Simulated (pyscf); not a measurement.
Elementary routes open to HO–Si(F)(F)–F + ammonia (NH₃) in the gas phase (singlet surface):
A. water (H₂O) + H₂N–Si(F)(F)–F (O–Si, H–N broken; H–O, N–Si formed)
B. H₂N–Si(OH)(F)–F + hydrogen fluoride (HF) (F–Si, H–N broken; N–Si, F–H formed)

Optimised with ωB97X-D3(BJ)/def2-SVP in PySCF.

Question: Rank the routes by free-energy barrier at 1200 K, lowest first, for ωB97M-D3(BJ)/def2-TZVP energies (ideal gas, 1 atm, RRHO with modes under 100 cm⁻¹ raised to 100, one conformer, R ln 2 for chiral ones without a mode under 150 cm⁻¹).

Answer: B (290.8 kJ/mol), A (295.8 kJ/mol)

Route B is the fastest of these, ahead of the next by 5.0 kJ/mol. The most stable products are those of A (ΔG = +29.7 kJ/mol), whose barrier is 5.0 kJ/mol higher: the kinetic and the thermodynamic product differ. At 298 K B is still the fastest. A: On the reactant side the descent ends in an adduct with a N–Si contact, 51.4 kJ/mol under the separated species and 150.8 kJ/mol under the saddle at ωB97X-D3(BJ)/def2-TZVP. On the product side the descent ends in a complex, 29.2 kJ/mol under the separated species and 89.9 kJ/mol under the saddle at ωB97X-D3(BJ)/def2-TZVP. B: On the reactant side the descent ends in an adduct with a N–Si contact (not fully relaxed), 5.9 kJ/mol under the separated species and 94.8 kJ/mol under the saddle at ωB97X-D3(BJ)/def2-TZVP. On the product side the descent ends in a bound adduct, 45.8 kJ/mol under the separated species and 62.4 kJ/mol under the saddle at ωB97X-D3(BJ)/def2-TZVP. Only these routes are compared; each barrier is that of the saddle found, and lower ones may exist.
